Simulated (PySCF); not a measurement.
Compound: piperazine, C4H10N2.
Geometry (GFN2-xTB, Å), atoms numbered from 1 in this order:
```xyz
16
C4H10N2 angstrom
C     -1.1163    0.6410    0.6099
C     -1.2012   -0.7633   -0.0104
N      0.0802   -1.4534    0.0101
C      1.1149   -0.6399   -0.6114
C      1.2006    0.7639    0.0096
N     -0.0808    1.4542   -0.0114
H     -0.8716    0.5587    1.6750
H     -2.0712    1.1625    0.5157
H     -1.5094   -0.6810   -1.0586
H     -1.9351   -1.3750    0.5182
H      0.3413   -1.6407    0.9750
H      2.0698   -1.1610   -0.5189
H      0.8683   -0.5556   -1.6756
H      1.5093    0.6820    1.0577
H      1.9340    1.3763   -0.5192
H     -0.3405    1.6405   -0.9771
```

Computed with wB97X-D/def2-SVPD in PySCF (dipole) on a GFN2-xTB geometry, gas phase.

Masses are those of the commonest isotopes; rigid-rotor values at the optimised geometry. The values belong to one conformer with, in the numbering `[CH2:1]1[CH2:2][NH:3][CH2:4][CH2:5][NH:6]1`, N6–C1–C2–N3 54°, C1–C2–N3–C4 -54°, C2–N3–C4–C5 54°, N3–C4–C5–N6 -55°.

(1) Give the principal moments of inertia and the rotational constants in GHz.

(2) What kind of rotor is it?

(3) Is it planar, by Δ = Ic − Ia − Ib?

(4) Where do the levels up to J = 5 lie, in cm⁻¹?

Answers

(1) Ia = 106.02, Ib = 111.32, Ic = 189.90 u·Å²; 505379 MHz·u·Å²/I gives 4767, 4540 and 2661 MHz, that is A = 4.7669, B = 4.5400, C = 2.6612 GHz.

(2) An asymmetric top; Ray's κ = 0.784.

(3) Not planar: Δ = Ic − Ia − Ib = -27.43 u·Å². For a rigid frame Δ = −2 Σ m c², so Σ m c² = 13.72 u·Å² lies off the ab plane: 10.12 from hydrogen and 3.60 from heavier atoms. The atom farthest from that plane is 1.33 Å away.

(4) Above 0(0,0):
J = 1: 1(0,1) 0.2402, 1(1,1) 0.2478, 1(1,0) 0.3104
J = 2: 2(0,2) 0.6649, 2(1,2) 0.6655, 2(1,1) 0.8535, 2(2,1) 0.8762, 2(2,0) 0.9320
J = 3: 3(0,3) 1.2642, 3(1,3) 1.2642, 3(1,2) 1.5937, 3(2,2) 1.5969, 3(2,1) 1.7739, 3(3,1) 1.8193, 3(3,0) 1.8659
J = 4: 4(0,4) 2.0407, 4(1,4) 2.0407, 4(1,3) 2.5045, 4(2,3) 2.5048, 4(2,2) 2.8297, 4(3,2) 2.8391, 4(3,1) 3.0020, 4(4,1) 3.0774, 4(4,0) 3.1138
J = 5: 5(0,5) 2.9947, 5(1,5) 2.9947, 5(1,4) 3.5915, 5(2,4) 3.5915, 5(2,3) 4.0542, 5(3,3) 4.0551, 5(3,2) 4.3717, 5(4,2) 4.3928, 5(4,1) 4.5384, 5(5,1) 4.6510, 5(5,0) 4.6777

The point group C2h allows no dipole (computed: 0.00 D), so a rigid rotor has no electric-dipole lines.

Task: Estimate the classical rotational partition function at 25 K, 50 K and 500 K.

Result: Point group C2h, symmetry number σ = 2; q = (√π/σ)·√((kT/h)³/(ABC)), k/h = 20836.6 MHz/K: 1390 at 25 K, 3930 at 50 K, 124000 at 500 K.

No frequency check. Constants of a rigid frame at the computed geometry: no zero-point averaging, no centrifugal distortion. A rigid rotor knows nothing of inversion at nitrogen, which can split or shift real lines. Quadrupole hyperfine structure (14N) is left out.
